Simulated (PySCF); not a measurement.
Spin-rotation constants: `N[SiH-]F`, [FH$_{3}$NSi]-, charge -1

Geometry (Å), atoms numbered from 1 in this order:
```xyz
6

N    -0.9334   -0.1752   -0.1664
Si    0.7532   -0.0020   -0.7292
F     1.6451   -0.4267    0.7221
H    -1.2209   -1.1453   -0.1009
H    -1.1414    0.2526    0.7364
H     0.9006    1.4986   -0.4835
```

Total charge -1.

The calculation used GIAO B97-2/aug-pcSseg-1 magnetisability, rotational g tensor and spin-rotation constants, non-relativistic, gas phase in PySCF. Geometry: GFN2-xTB.

For an ion the centre-of-mass motion in the field is neglected. The highest occupied orbital is unbound at this level, so the values depend on the basis.

Q: Give the nuclear spin-rotation constants along the inertial axes (H = +C I·J) beside the isotropic shieldings.

A: Rotational constants 19.5457, 7.3105, 5.7382 GHz. A star marks the isotopologue with that one atom substituted, in its own axes.
| atom | isotope | Caa (kHz) | Cbb (kHz) | Ccc (kHz) | mean (kHz) | σ (ppm) |
| --- | --- | --- | --- | --- | --- | --- |
| N1 | 14N | 1.085 | 0.313 | 0.429 | 0.609 | 198.9 |
| F3 | 19F | 11.334 | 5.327 | 8.446 | 8.369 | 314.8 |
| H4 | 1H | -2.107 | -0.540 | 0.040 | -0.869 | 31.5 |
| H5 | 1H | -1.751 | -0.165 | -0.137 | -0.684 | 29.4 |
| H6 | 1H | -0.968 | -0.223 | 0.375 | -0.272 | 25.0 |
| Si2 | 29Si* | -15.337 | -5.285 | -3.885 | -8.169 | 272.6 |

For the geometry as given, no vibrational averaging.

Q: How do the rotational constants and the g tensor change when H4, H5, H6 are replaced by deuterium?

A: Constants 15.6770, 6.5634, 5.2702 GHz; g -0.2086, -0.0906, -0.0624, against -0.2550, -0.1001, -0.0692 before.
